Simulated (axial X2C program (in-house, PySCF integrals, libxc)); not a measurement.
## Low determinants of Al₂⁻ at the PBE0 level, 2c

Computed with an axial X2C code built on PySCF integrals. Two-component (2c) means X2C with spin–orbit coupling and atomic mean-field two-electron Coulomb and Gaunt terms. Basis: Al dyall-av3z [9s9p3d2f] (cores contracted in-house); Gaussian nuclei, density fitting, unrestricted open shells. Masses: Al 26.982 u.

Search at 2.520 Å (vertical energies from the lowest determinant):

| ΔE (eV) | state | electrons beyond evenly filled partner blocks | electrons in ±ω = 1/2, 3/2, 5/2, 7/2 |
| --- | --- | --- | --- |
| 0.00 | Ω = 3/2 | ω = 3/2 | 22 5 0 0 |
| 0.18 | Ω = 1/2 | 2 × ω = -1/2, ω = 3/2 | 22 5 0 0 |
| 0.57 | Ω = 1/2 | ω = 1/2 | 23 4 0 0 |
| 0.58 | Ω = 5/2 | 2 × ω = 1/2, ω = 3/2 | 22 5 0 0 |
| 0.58 | Ω = 1/2 | ω = 1/2 | 21 6 0 0 |
| 1.63 | Ω = 5/2 | ω = -1/2, 2 × ω = 3/2 | 21 6 0 0 |
| 1.75 | Ω = 7/2 | ω = 1/2, 2 × ω = 3/2 | 21 6 0 0 |

Lowest determinant, Ω = 3/2 (⟨Sz⟩ = 1.50, ⟨Lz⟩ = 0.00 at PBE0): Re = 2.563 Å, ωe = 325.8 cm⁻¹.

The determinant in row 2 of the search, Ω = 1/2 (⟨Sz⟩ = 0.50, ⟨Lz⟩ = 0.00 at PBE0), was followed along the bond at PBE0; measured from the minimum of the lowest determinant it gives:

Te = 0.177 eV (1430 cm⁻¹), Re = 2.555 Å, ωe = 332.4 cm⁻¹.

Question: Compare the bond of the determinant in row 2 with that of the lowest one.

Answer: At PBE0 its Re is 0.008 Å shorter and its force constant, which goes as ωe², is 1.04 times that of the lowest determinant. This determinant mixes spin states, so it has no term energy of its own.

The search compares states at one distance, so a state with another bond length can lie lower; it is not exhaustive and yields mostly the lowest determinant of each block pattern, so other components and higher states of one pattern are missing. These are energies of single determinants, not of spin-adapted states; PBE0 term energies can be off by some tenths of an eV, and the functional has no current term. The lowest determinant need not be the ground state where others lie within half an eV. For an anion, determinants above electron detachment are held by the basis set. The highest occupied level of some functionals is positive through self-interaction error; at Hartree–Fock it is bound. Row 2 has a positive highest level at its minimum.
